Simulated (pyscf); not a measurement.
silyl (SiH₃•) + water (H₂O) → HO–SiH₂• + hydrogen (H₂), a four-centre exchange (doublet surface; H–Si, H–O broken, O–Si, H–H formed). Optimised with ωB97X-D3(BJ)/def2-SVP in PySCF. Energies in kJ/mol from the separated reactants.

Small-basis levels: PySCF, no dispersion term, spherical d functions. AM1 to PM7: differences of heats of formation from MOPAC, which are fitted to 298 K values and so differ in kind from electronic energies by zero-point and thermal terms. Open shells are spin-unrestricted. 

| level | barrier | reaction energy |
|---|---|---|
| HF/STO-3G | 268.7 | -25.0 |
| HF/6-31G* | 225.0 | -44.3 |
| MP2/6-31G* | 163.1 | -73.0 |
| PBE/6-31G* | 96.0 | -67.3 |
| M06-2X/6-31G* | 128.3 | -69.0 |
| PBE/def2-SVP | 81.5 | -56.0 |
| B3LYP/def2-SVP | 113.9 | -55.6 |
| PM6 | 57.9 | -178.3 |
| PM7 | 89.3 | -223.1 |
| ωB97M-D3(BJ)/def2-TZVP | 123.2 | -61.6 |

Against the last row the barrier runs from -65.3 (PM6) to +145.5 kJ/mol (HF/STO-3G). ωB97M-D3(BJ)/def2-TZVP has limits of its own. The same reactants have a lower exit, to HO–SiH₃ + H• (barrier +98.9 kJ/mol at ωB97M-D3(BJ)/def2-TZVP, against +123.2 kJ/mol here). One saddle was located; it need not be the lowest between these sides.
